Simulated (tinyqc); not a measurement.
Hueckel theory of the pi electrons, for the molecule C=C[CH2-] (SMILES; centres numbered as the heavy atoms are written), step by step. Computed by tinyqc, a small Python program that keeps every step. Settings: charge = -1. Command: `OMP_NUM_THREADS=1 python tinyqc.py 27384 27385 out.jsonl` (the two numbers bound the seeds that draw the settings). One thread of a shared host (Intel(R) Xeon(R) Processor @ 2.60GHz), about 0.01 s of CPU time with the checks.

## The Hueckel matrix

Centres:

| centre | z_r, pi electrons of the neutral centre | h |
|---|---|---|
| 1C | 1 | 0.000000 |
| 2C | 1 | 0.000000 |
| 3C | 1 | 0.000000 |

Bonds:

| i | j | k |
|---|---|---|
| 1 | 2 | 1 |
| 2 | 3 | 1 |

H_rr = alpha + h_r beta, H_rs = k_rs beta for bonded centres.

Hueckel matrix in units of beta (H = alpha + beta A):
```
          1C        2C        3C
1C  0.000000  1.000000  0.000000
2C  1.000000  0.000000  1.000000
3C  0.000000  1.000000  0.000000
```

## Orbitals

pi electrons, sum of z_r less the charge = 4

Diagonalise; E = alpha + x beta with beta < 0, so the largest x are filled first; degenerate levels share their electrons. P = sum n_i c_ri c_si; each orbital has its largest coefficient positive (the first on a tie).

x values: 1.414214  0.000000  -1.414214

occupations: 2.000000  2.000000  0.000000

coefficients:
```
         MO1        MO2        MO3
1C  0.500000   0.707107  -0.500000
2C  0.707107   0.000000   0.707107
3C  0.500000  -0.707107  -0.500000
```

charge and bond-order matrix P:
```
           1C        2C         3C
1C   1.500000  0.707107  -0.500000
2C   0.707107  1.000000   0.707107
3C  -0.500000  0.707107   1.500000
```

## Energy, charges, bond orders

E = sum n x; q_r = z_r - P_rr; bond order p = P_rs; free valence = sqrt(3) - sum of p over the bonds of the atom.

pi energy = 4 alpha + this times beta = 2.828427

pi charges: 1C -0.500000, 2C 0.000000, 3C -0.500000

Bond orders and lengths from R = 1.517 - 0.180 p (angstrom, C-C alone):

| bond | p | R |
|---|---|---|
| 1-2 | 0.707107 | 1.389721 |
| 2-3 | 0.707107 | 1.389721 |

free valence of the carbons: 1C 1.024944, 2C 0.317837, 3C 1.024944

gap between the highest filled and the next level = 1.414214 |beta|
